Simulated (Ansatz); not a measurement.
Ideal-gas functions of C₃H₄O (`C=C=CO`) at 600 K and 1 bar, from an Ansatz frequency run at PBE0-D4/def2-TZVP.

Molar mass 56.06 g/mol, point group Cs (symmetry number 1), electronic degeneracy 1, moments of inertia 11.423, 115.064, 123.032 u Å². Harmonic wavenumbers (cm⁻¹, unscaled): 216, 270, 417, 635, 641, 905, 931, 1006, 1030, 1204, 1298, 1414, 1504, 2079, 3116, 3188, 3202, 3842.

Use S(trans) = R[1.5 ln M + 2.5 ln T − 1.1517]; rotational temperatures θ = 24.2544 K / I; S(rot) = R[ln(√π/σ · √(T³/θAθBθC)) + 1.5]; for each mode x = 1.438777 ν̃/T, S = R[x/(eˣ − 1) − ln(1 − e⁻ˣ)] and H = RT x/(eˣ − 1); 1 cm⁻¹ = 0.0119627 kJ/mol; R = 8.31446 J/(mol·K).

Task: By hand: the entropy, in J/(mol·K).

Result: Translation 173.6. Rotation: θ = 2.1233, 0.2108, 0.1971 K, giving 107.1. Vibration, mode by mode: 13.88, 12.07, 8.65, 5.58, 5.51, 3.33, 3.17, 2.75, 2.63, 1.89, 1.58, 1.27, 1.07, 0.34, 0.04, 0.03, 0.03, 0.01, in all 63.9. Electronic 0.0. Sum 344.6 J/(mol·K).

Task: By hand: H − E and G − E in kJ/mol, counted from the electronic energy.

Result: Zero-point energy ½ × 26898 × 0.0119627 = 160.9; thermal vibration 22.4; translation, rotation and pV give 4 RT = 20.0. H − E = 203.3 kJ/mol, and G − E = 203.3 − 600 × 344.6/1000 = -3.5 kJ/mol.

Vibration gives 19 % of the entropy. The sum counts one conformer and one mirror image; others add a mixing term.
